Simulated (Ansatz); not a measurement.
Breaking a bond: Na₂, singlet.

RCCSD(T) = CCSD(T) on RHF/aug-cc-pVTZ, frozen core in Ansatz (a quantum-chemistry and plane-wave program); RKS-PBE0 = restricted PBE0/aug-cc-pVTZ in Ansatz; RKS-CAM-B3LYP = Ansatz with restricted CAM-B3LYP/aug-cc-pVTZ; RKS-PBE = restricted PBE/aug-cc-pVTZ in Ansatz; UCCSD(T) = CCSD(T) on UHF/aug-cc-pVTZ, frozen core run with Ansatz; UKS-CAM-B3LYP = unrestricted CAM-B3LYP/aug-cc-pVTZ in Ansatz; UKS-PBE = unrestricted PBE/aug-cc-pVTZ (Ansatz); UKS-PBE0 = unrestricted PBE0/aug-cc-pVTZ run with Ansatz; FCI = Ansatz with full CI/aug-cc-pVTZ, frozen core.

Cost and accuracy over the 20 points of the scan, with FCI as yardstick. Costs are rough ratios of core time within Ansatz on shared cores, each with its mean field (Kohn-Sham runs search longer for lower solutions than correlated ones do); the miss is the largest error against full CI of the curve after the mean shift, in kcal/mol.

**Question.** Which is the cheapest of these levels that stays within 3.0 kcal/mol of FCI?

**Answer.** RCCSD(T).

```csv
level,relative cost,largest error
RCCSD(T),1,0.0
RKS-PBE0,1,13.0
RKS-CAM-B3LYP,1,18.8
RKS-PBE,1,8.1
UCCSD(T),3,0.1
UKS-CAM-B3LYP,4,3.4
UKS-PBE,5,2.5
UKS-PBE0,6,1.5
```

Costs within a factor of two of each other count as equal.

With two correlated electrons CCSD is exact in the basis where it finds the lowest root (RCCSD(T), UCCSD(T)). The restricted form behind RKS-PBE0, RKS-CAM-B3LYP, RKS-PBE keeps the bonding electrons paired and can't separate into open-shell fragments. The unrestricted determinant behind UCCSD(T) is spin-contaminated at 2.49 to 9.38 Å (<S²> up to 1.0, against 0.00 for a pure singlet). The unrestricted determinant behind UKS-CAM-B3LYP, UKS-PBE0 is spin-contaminated at 3.88 to 9.38 Å (<S²> up to 1.0, against 0.00 for a pure singlet). The unrestricted determinant behind UKS-PBE is spin-contaminated at 4.13 to 9.38 Å (<S²> up to 1.0, against 0.00 for a pure singlet).
